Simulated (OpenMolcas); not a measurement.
**One shape, several levels: AlBH4S (SMILES B[S][AlH2])**

Wanted: a comparison of 6 runs (HF/6-31G**, B3LYP/6-31G*, PBE0/def2-SVP, TPSSh/def2-SVPD, MP2/STO-3G, CCSD/ANO-R1) of AlBH4S. 

The calculation is run with OpenMolcas 26.06.

## Step 1: The structure to begin with

AlBH4S has 7 atoms, charge 0, and is taken as a singlet. As SMILES, `B[S][AlH2]`. Geometry: a GFN2-xTB relaxation, a rough one for these elements and not checked as a minimum.

Bond lengths: B1–S2 1.767 Å, S2–Al3 2.213 Å, B1–H4 1.179 Å, B1–H5 1.166 Å, Al3–H6 1.539 Å, Al3–H7 1.539 Å. Angles: B1–S2–Al3 98.6°, S2–B1–H4 120.5°, S2–B1–H5 117.8°, S2–Al3–H6 121.3°, S2–Al3–H7 119.0°, H4–B1–H5 121.7°, H6–Al3–H7 119.6°.

## Step 2: Energy and gradient at HF/6-31G(d,p) (spherical functions) (run 1)

Contents of struct.xyz:

```xyz
7

B     -1.409950     0.529410    -0.335440
S     -0.115060     1.192230     0.667580
Al     1.375690    -0.419000     0.387730
H     -1.262610    -0.491730    -0.905250
H     -2.402810     1.136790    -0.411820
H      1.160580    -1.537680    -0.646510
H      2.654170    -0.410020     1.243720
```

Contents of calc.inp:

```
>>> EXPORT MOLCAS_PRINT=2

&GATEWAY
 BasLib=$CurrDir
 Coord=struct.xyz
 Basis=6-31Gss
 Group=NoSym

&SEWARD

&SCF
 Thresholds=1e-10 1e-07 1e-07 1e-05
 PrOrbitals=1 1

&ALASKA
```

The basis set 6-31G** is read from a file made from the Basis Set Exchange's data (not shown).

The run is started by

```sh
$ export MOLCAS_MEM=1860
$ pymolcas calc.inp > calc.log
```

Log:

```text
--- Start Module: gateway ---
[...]
--- Stop Module: gateway /rc=_RC_ALL_IS_WELL_ ---
[...]
      Basis functions           70
[...]
--- Start Module: scf ---
[...]
       Convergence after  13 Iterations
[...]
::    Total SCF energy                               -666.4676330398
[...]
      Total spin, S                                     0.0000000000
[...]
      Total electronic charge=   38.000000
      Total            charge=   -0.000000
[...]
      Dipole Moment (debye):
      Origin of the operator (angstrom)=    0.2442    0.4234    0.3701
                   X=  5.0256E-01               Y= -1.1175E+00               Z= -4.5445E-01           Total=  1.3069E+00
      Quadrupole Moment (debye*angstrom):
[...]
--- Stop Module: scf /rc=_RC_ALL_IS_WELL_ ---
[...]
--- Start Module: alaska ---
[...]
 *              Molecular gradients               *
 **************************************************
  Irreducible representation: a
 ------------------------------------------------------------------------------------------
                              X                       Y                       Z
 ------------------------------------------------------------------------------------------
  B1                7.39055763259522E-03    5.50289577930663E-03    7.93027864702900E-03
  S2               -1.58295945640177E-02   -3.34145090952020E-03   -9.93007202782614E-03
  AL3               1.85700622590623E-03   -5.89735990207529E-03   -2.54939125006803E-03
  H4                2.37436233659083E-03    3.17401411939144E-03    2.86399492200795E-03
  H5                9.22865455359734E-03   -3.78495882984731E-03    1.56237928241565E-03
  H6                4.19043756858556E-03    6.84139450249921E-03    7.93525194849609E-03
  H7               -9.21142375327211E-03   -2.49453475974698E-03   -7.81244152206106E-03
 ------------------------------------------------------------------------------------------
--- Stop Module: alaska /rc=_RC_ALL_IS_WELL_ ---
[...]
```

Wall time 10 s (1 thread of AMD EPYC, shared host); peak memory 0.42 GiB.

## Step 3: Energy and forces at B3LYP/6-31G(d) (spherical functions) (run 2)

Contents of test.input:

```
&GATEWAY
  BasLib
  $CurrDir
  Coord
  7
  angstrom
  B       -1.409950       0.529410      -0.335440
  S       -0.115060       1.192230       0.667580
  Al       1.375690      -0.419000       0.387730
  H       -1.262610      -0.491730      -0.905250
  H       -2.402810       1.136790      -0.411820
  H        1.160580      -1.537680      -0.646510
  H        2.654170      -0.410020       1.243720
  Basis
  6-31Gs
  Group
  NoSym

&SEWARD
  GridInput
  Grid=UltraFine
  End of Grid

&SCF
  KSDFT
  B3LYP
  Thresholds
  1e-10 1e-07 1e-07 1e-05
  PrOrbitals
  1 1

&ALASKA
```

The basis set 6-31G* is read from a file made from the Basis Set Exchange's data (not shown).

The run is started by

```sh
$ export MOLCAS_MEM=1860
$ pymolcas test.input > test.log
```

Log:

```text
--- Start Module: gateway ---
[...]
--- Stop Module: gateway /rc=_RC_ALL_IS_WELL_ ---
[...]
      Basis functions           58
[...]
--- Start Module: scf ---
[...]
       Convergence after  12 Iterations
[...]
::    Total KS-DFT energy                            -667.9100197431
[...]
      Total spin, S                                     0.0000000000
[...]
      Total electronic charge=   38.000000
      Total            charge=   -0.000000
[...]
      Dipole Moment (debye):
      Origin of the operator (angstrom)=    0.2442    0.4234    0.3701
                   X=  5.9981E-01               Y= -7.8628E-01               Z= -2.1126E-01           Total=  1.0113E+00
      Quadrupole Moment (debye*angstrom):
[...]
--- Stop Module: scf /rc=_RC_ALL_IS_WELL_ ---
[...]
--- Start Module: alaska ---
[...]
 *              Molecular gradients               *
 **************************************************
  Irreducible representation: a
 ------------------------------------------------------------------------------------------
                              X                       Y                       Z
 ------------------------------------------------------------------------------------------
  B1                1.35294813679820E-03    5.89283210254976E-03    5.21933577572486E-03
  S2               -1.12965286063083E-02   -6.81272520652243E-03   -9.79944648807773E-03
  AL3               3.31277927886298E-03   -4.39167198630308E-03   -9.89773628396362E-04
  H4                1.14455821048345E-03    6.24829601490084E-03    4.34756627142208E-03
  H5                1.16614227508869E-02   -6.39320989891945E-03    9.84760605453605E-04
  H6                4.36003080414620E-03    8.18115940768038E-03    9.14090638453535E-03
  H7               -1.05352105748802E-02   -2.72468043345270E-03   -8.90334892065314E-03
 ------------------------------------------------------------------------------------------
--- Stop Module: alaska /rc=_RC_ALL_IS_WELL_ ---
[...]
```

It took 31 s on 1 thread of AMD EPYC, shared host; peak memory 0.39 GiB.

Runs 3 to 5 aren't shown in full; the table further down has their settings and results.

## Step 4: The energy at CCSD/ANO-R1 (sfX2C, Cholesky decomposition) (run 6)

Contents of calc.inp:

```
* AlBH4S CCSD
>>> EXPORT MOLCAS_PRINT=2

&GATEWAY
  BasisSet
  B.ANO-R1....
  B1 -1.409950 0.529410 -0.335440 angstrom
  End of Basis
  BasisSet
  S.ANO-R1....
  S2 -0.115060 1.192230 0.667580 angstrom
  End of Basis
  BasisSet
  Al.ANO-R1....
  Al3 1.375690 -0.419000 0.387730 angstrom
  End of Basis
  BasisSet
  H.ANO-R1....
  H4 -1.262610 -0.491730 -0.905250 angstrom
  H5 -2.402810 1.136790 -0.411820 angstrom
  H6 1.160580 -1.537680 -0.646510 angstrom
  H7 2.654170 -0.410020 1.243720 angstrom
  End of Basis
  Finite
  RX2C

&SEWARD
  Low

&SCF
  PrOrbitals = 1

&CHCC
  Frozen = 11
```

The run is started by

```sh
$ export MOLCAS_MEM=1860
$ pymolcas calc.inp > calc.log
```

Log:

```text
--- Start Module: gateway ---
[...]
--- Stop Module: gateway /rc=_RC_ALL_IS_WELL_ ---
[...]
      Basis functions           70
[...]
--- Start Module: scf ---
[...]
       Convergence after  11 Iterations
[...]
::    Total SCF energy                               -668.0210072920
[...]
      Total spin, S                                     0.0000000000
[...]
      Total electronic charge=   38.000000
      Total            charge=   -0.000000
[...]
      Dipole Moment (debye):
      Origin of the operator (angstrom)=    0.2442    0.4234    0.3701
                   X=  3.5125E-01               Y= -8.0331E-01               Z= -3.1169E-01           Total=  9.3050E-01
      Quadrupole Moment (debye*angstrom):
[...]
--- Stop Module: scf /rc=_RC_ALL_IS_WELL_ ---
[...]
--- Start Module: chcc ---
[...]
--- Stop Module: chcc /rc=_RC_ALL_IS_WELL_ ---
[...]
```

It took 24 s on 1 thread of AMD EPYC, shared host; peak memory 0.25 GiB.

## Step 5: Overview of the runs

```tsv
run	level	integration grid	task	energy (Eh)	dipole moment (D) of the reference	HOMO energy (eV)	LUMO energy (eV)	wall time
1	HF/6-31G** (spherical functions)	–	gradient	-666.467633	1.31	-10.91	1.06	10 s
2	B3LYP/6-31G* (spherical functions)	UltraFine	gradient	-667.910020	1.01	-7.90	-1.92	31 s
3	PBE0/def2-SVP	UltraFine	gradient	-667.382849	0.95	-8.19	-1.84	33 s
4	TPSSh/def2-SVPD	UltraFine	gradient	-667.736058	0.89	-7.67	-2.20	89 s
5	MP2/STO-3G	–	energy	-659.030654	1.76	-7.52	7.40	3.6 s
6	CCSD/ANO-R1 (sfX2C, Cholesky decomposition)	–	energy	-668.344507	0.93	-10.94	0.98	24 s
```

## Step 6: Summary of results

```
                                           quantity          value
                                run 6: total energy  -668.34451 Eh
          run 6: dipole moment (mean-field density)         0.93 D
         run 6: HOMO energy (Hartree–Fock orbitals)      -10.94 eV
         run 6: LUMO energy (Hartree–Fock orbitals)        0.98 eV
       run 6: HOMO–LUMO gap (Hartree–Fock orbitals)       11.92 eV
run 6: correlation energy (11 core orbitals frozen)     -323.5 mEh
```

In words: Over runs 1, 2, 3, 4 the dipole moment (its size) runs from 0.89 D (TPSSh/def2-SVPD) to 1.31 D (HF/6-31G**). The two ends differ in method and basis. Over runs 1, 2, 3, 4 the HOMO–LUMO gap runs from 5.47 eV (TPSSh/def2-SVPD) to 11.97 eV (HF/6-31G**). Totals of different functionals can't be ranked against each other. Some runs of one species differ in core potentials or relativity; totals across that change don't compare. In run 5 the basis is minimal, so the values are rough. All runs together took 3.2 min, the longest 89 s.
